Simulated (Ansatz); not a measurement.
# Pulling the pair apart

The pair of SiH4 (SMILES [SiH4], atoms 1–5) and SiH4O (SMILES [SiH3]O, atoms 6–11), both closed shells, in one local arrangement (a lower one may exist), relaxed at PBE0-D4/def2-TZVP:

```json
{"atom": "Si1", "x (Å)": "-0.0243", "y (Å)": "-0.0813", "z (Å)": "-2.2001"}
{"atom": "H2", "x (Å)": "-0.0787", "y (Å)": "-1.2049", "z (Å)": "-1.2307"}
{"atom": "H3", "x (Å)": "-0.8442", "y (Å)": "1.0510", "z (Å)": "-1.7055"}
{"atom": "H4", "x (Å)": "-0.5484", "y (Å)": "-0.5426", "z (Å)": "-3.5117"}
{"atom": "H5", "x (Å)": "1.3857", "y (Å)": "0.3557", "z (Å)": "-2.3654"}
{"atom": "Si6", "x (Å)": "0.4107", "y (Å)": "0.1025", "z (Å)": "1.8045"}
{"atom": "O7", "x (Å)": "-1.1955", "y (Å)": "0.2826", "z (Å)": "1.4845"}
{"atom": "H8", "x (Å)": "0.8196", "y (Å)": "-1.3285", "z (Å)": "1.7918"}
{"atom": "H9", "x (Å)": "1.1217", "y (Å)": "0.8377", "z (Å)": "0.7326"}
{"atom": "H10", "x (Å)": "0.7734", "y (Å)": "0.6747", "z (Å)": "3.1302"}
{"atom": "H11", "x (Å)": "-1.8199", "y (Å)": "-0.1469", "z (Å)": "2.0697"}
```

SiH4O is shifted rigidly along the line between the mean atom positions of the two fragments (negative: closer). Counterpoise interaction energies in kJ/mol. Ansatz 0.2.0; basis: def2-TZVPPD; cores frozen in the correlated methods. B3LYP uses VWN-RPA correlation.

```
shift (Å)  r2SCAN-D4  B3LYP-D4  PBE-D4
    -0.40       -1.4      -1.4    -3.4
    -0.20       -3.7      -4.4    -5.5
     0.00       -4.3      -5.2    -6.1
     0.20       -4.1      -5.0    -5.8
     0.48       -3.3      -4.0    -4.9
     1.01       -1.9      -2.2    -3.0
     2.02       -0.7      -0.7    -0.9
     4.03       -0.1      -0.1    -0.1
```

Problem. What does CCSD(T) give at these shifts? (To be estimated.)

Solution. Computed: 0.5, -2.4, -3.5, -3.5, -3.0, -1.8, -0.6, -0.1 kJ/mol. For zero shift, CCSD(T) at an estimated basis limit (MP2 extrapolated from triple and quadruple zeta, plus CCSD(T) − MP2 in triple zeta) gives -4.4 kJ/mol. These are counterpoise interaction energies, counted from the two frozen fragments.

No T1 diagnostic of these runs exceeds 0.012.

For scale, one of the runs: CCSD(T)/def2-TZVPPD, 272 basis functions, launched by `ansatz run in.yaml --threads 4 --pin off --events-out ev --progress --plain --max-ram 9574MiB`. Hardware: 4 CPU threads of an Arm Neoverse N1, shared host. Wall time 2.6 min; peak host memory 6.7 GiB.
